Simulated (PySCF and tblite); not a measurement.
The numbers below are computed, except where a source is named.
Furan, tetrahydro-, C₄H₈O, numbered as in [CH2:1]1[CH2:2][CH2:3][O:4][CH2:5]1.

Classical Langevin dynamics with GFN2-xTB (tblite), gas phase: time step 1.5 fs, H mass 4 u, friction 0.005 fs⁻¹, 400 steps to settle and 8000 to sample, one trajectory a temperature from the lowest conformer.

GIAO shieldings at KT2/pcSseg-1 (PySCF) on 17 frames a temperature; like atoms are averaged, and of two unlike H on one atom a is the less shielded at the minimum.

Task: How far do thermal motions move the shieldings from their values at the minimum?

Result: 
```json
{"signal": "C1/C2", "σ at minimum (ppm)": "156.9", "Δσ, 150 K": "-1.1 ± 0.7", "Δσ, 300 K": "-3.7 ± 0.6", "Δσ, 600 K": "-3.5 ± 1.2"}
{"signal": "C3/C5", "σ at minimum (ppm)": "113.3", "Δσ, 150 K": "-1.1 ± 0.6", "Δσ, 300 K": "-1.2 ± 0.8", "Δσ, 600 K": "-2.4 ± 1.4"}
{"signal": "O4", "σ at minimum (ppm)": "259.0", "Δσ, 150 K": "5.5 ± 3.3", "Δσ, 300 K": "5.2 ± 5.8", "Δσ, 600 K": "-4.1 ± 5.9"}
{"signal": "H1/H2", "σ at minimum (ppm)": "29.85", "Δσ, 150 K": "-0.11 ± 0.07", "Δσ, 300 K": "-0.40 ± 0.08", "Δσ, 600 K": "-0.46 ± 0.16"}
{"signal": "H3/H5", "σ at minimum (ppm)": "27.62", "Δσ, 150 K": "-0.13 ± 0.08", "Δσ, 300 K": "-0.29 ± 0.08", "Δσ, 600 K": "-0.29 ± 0.15"}
```

Errors are standard errors over frames. Zero-point motion is missing, and a reference compound would move too.

Task: What do the single frames at 150 K give for H1/H2?

Result: 
```
t (fs)  V above the minimum, tight binding (kcal/mol)  E above it, DFT (kcal/mol)  torsions (°)  σ (ppm)
   952                                            3.1                         3.0          none    29.57
  1658                                            4.4                         4.4          none    29.83
  2364                                            5.1                         4.6          none    29.70
  3070                                            4.2                         4.4          none    29.61
  3776                                            4.8                         5.2          none    29.14
  4482                                            3.0                         3.0          none    29.44
  5188                                            4.8                         5.1          none    30.05
  5894                                            6.1                         6.9          none    30.45
  6600                                            3.9                         4.2          none    29.96
  7306                                            5.9                         6.1          none    29.37
  8012                                            4.6                         5.1          none    30.10
  8718                                            4.3                         5.0          none    29.80
  9424                                            6.2                         6.2          none    29.72
 10130                                            4.9                         5.0          none    29.85
 10836                                            8.6                         8.8          none    29.62
 11542                                            3.8                         3.2          none    29.74
 12248                                            3.9                         3.9          none    29.70
```

Changes within two standard errors are not significant.

The study took 14 min on 1 thread of Arm Neoverse V1, on a host shared with other jobs (rough), peak memory 0.59 GiB, launched as `OMP_NUM_THREADS=1 python ens_run.py task.json out`.
